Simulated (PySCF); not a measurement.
Neon: a sound run and one with changed settings

Sound run: Ne [Ne], Ne⁺ [He] 2s2 2p5. Computed with PySCF 2.14 in aug-cc-pVDZ, with the non-relativistic Hamiltonian (point nucleus). In the sound run the correlated levels freeze 1s2. The sound run starts from symmetry-adapted Hartree-Fock orbitals and uses a fine grid where one is needed.

Changed run: basis STO-3G. This setting is unsound on purpose.

| species | method | sound run (hartree) | changed run (hartree) | converged |
| --- | --- | --- | --- | --- |
| Ne | UHF | -128.49635 | -126.60453 | yes |
| Ne | r2SCAN | -128.88143 | -126.91900 | yes |
| Ne | BP86 | -128.92198 | -126.91906 | yes |
| Ne | MP2 | -128.70322 | -126.60453 | yes |
| Ne⁺ | UHF | -127.76688 | -126.06147 | yes |
| Ne⁺ | r2SCAN | -128.08654 | -126.33071 | yes |
| Ne⁺ | BP86 | -128.11850 | -126.33771 | yes |
| Ne⁺ | MP2 | -127.90903 | -126.06147 | yes |

Ionisation energy of Ne:

| method | sound run (eV) | changed run (eV) |
| --- | --- | --- |
| UHF | 19.850 | 14.777 |
| r2SCAN | 21.630 | 16.008 |
| BP86 | 21.864 | 15.819 |
| MP2 | 21.611 | 14.777 |
| SCS-MP2 | 21.466 | 14.777 |

A minimal basis cannot let orbitals breathe on ionisation and holds almost no correlation.

For comparison, NIST gives 21.565 eV between the lowest levels.
